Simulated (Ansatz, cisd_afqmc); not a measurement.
System: CH₃F, charge 0, singlet. CH3F (fluoromethane, SMILES FC).
NHTBH set geometry:
```xyz
5

C     -0.6321     0.0000     0.0000
F      0.7491     0.0000     0.0000
H     -0.9832    -0.3385     0.9726
H     -0.9832     1.0115    -0.1932
H     -0.9832    -0.6731    -0.7794
```
Charge 0, spin multiplicity 1.

Total energies in aug-cc-pVDZ, 14 correlated electrons, 2 frozen orbitals. Radicals and triplets start from unrestricted determinants; spin-orbit coupling is neglected. Correlated methods leave the cores frozen. No relativity. AFQMC/CISD: phaseless, guided by CISD from CCSD amplitudes; bars are statistical, one sigma. Outlying blocks are dropped, and bars are widened where a walk drifts. Over all cases where full CI ran beside it in this data, AFQMC minus full CI had a median of +0.1 mEh and passed +0.4 mEh in a tenth of the cases.

```tsv
method	program	energy (Eh)	minus CCSDT(Q) (mEh)
HF	Ansatz	-139.05757	389.67
MP2	Ansatz	-139.41648	30.76
CCSD	Ansatz	-139.43699	10.25
CCSD(T)	Ansatz	-139.44617	1.06
CCSDT(Q)	Ansatz	-139.44724	0.00
AFQMC/CISD	cisd_afqmc	-139.4474 ± 0.0004	-0.1 ± 0.4
```

Rough core times of Ansatz's runs on a shared machine: CCSD(T) under 20 s, CCSDT(Q) 2 min.

Ansatz is a quantum-chemistry and plane-wave program.
